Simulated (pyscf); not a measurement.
H₂Se (SMILES [SeH2]) + Cl–Ge:–Cl (SMILES [Cl][Ge][Cl]) [singlet] -> Cl–Ge(Cl)=Se (SMILES [Cl][Ge]([Cl])=[Se]) + H₂ (SMILES [H][H]), a concerted two-bond exchange (singlet surface; H–Se, H–Se broken, Ge–Se, H–H formed). Optimised with ωB97X-D3(BJ)/def2-SVP in PySCF. Energies in kcal/mol from the separated reactants.

Small-basis levels: PySCF, no dispersion term, spherical d functions. AM1 to PM7: differences of heats of formation from MOPAC, which are fitted to 298 K values and so differ in kind from electronic energies by zero-point and thermal terms. Cost: rough CPU time at the saddle relative to B3LYP/6-31G*+LANL2DZ, from one job on a shared machine.

```
level                    barrier  reaction energy        cost
-----------------------  -------  ---------------  ----------
HF/STO-3G                   71.9             -4.5         0.1
HF/3-21G                    54.4             +8.0         0.2
B3LYP/STO-3G                52.4            -21.4           1
B3LYP/3-21G                 38.1             +1.8           1
M06-2X/6-31G*+LANL2DZ       40.4             -0.8           2
B3LYP/6-311+G**+LANL2DZ      [?]            +14.8           2
PBE/def2-SVP                33.6             +4.3           3
B3LYP/def2-SVP               [?]             +7.6           2
PM6                        -10.6            -40.4  under 0.02
ωB97M-D3(BJ)/def2-TZVP       [?]             +5.9           –
```

**Question.** Fill in the missing entries.

**Answer.** 
- B3LYP/6-311+G**+LANL2DZ, barrier: 44.3
- B3LYP/def2-SVP, barrier: 41.8
- ωB97M-D3(BJ)/def2-TZVP, barrier: 43.9

Against the last row the barrier runs from -54.5 (PM6) to +28.0 kcal/mol (HF/STO-3G). At PM6 this geometry lies under one side, so the entry may be no barrier of that level: it is a single point on another level's saddle. ωB97M-D3(BJ)/def2-TZVP has limits of its own. On the reactant side the descent ends in a bound adduct, 12.1 kcal/mol under the separated species and 51.7 kcal/mol under the saddle at ωB97X-D3(BJ)/def2-TZVP. At ωB97X-D3(BJ)/def2-TZVP the barrier from the zero used here is 39.6 kcal/mol. The same reactants have a lower exit, to Cl–Ge:–SeH [singlet] + HCl (barrier +7.2 kcal/mol at ωB97M-D3(BJ)/def2-TZVP, against +43.9 kcal/mol here). This is the saddle that the search found; another between the same sides may lie lower. In the def2 sets elements up to Kr have no core potential.
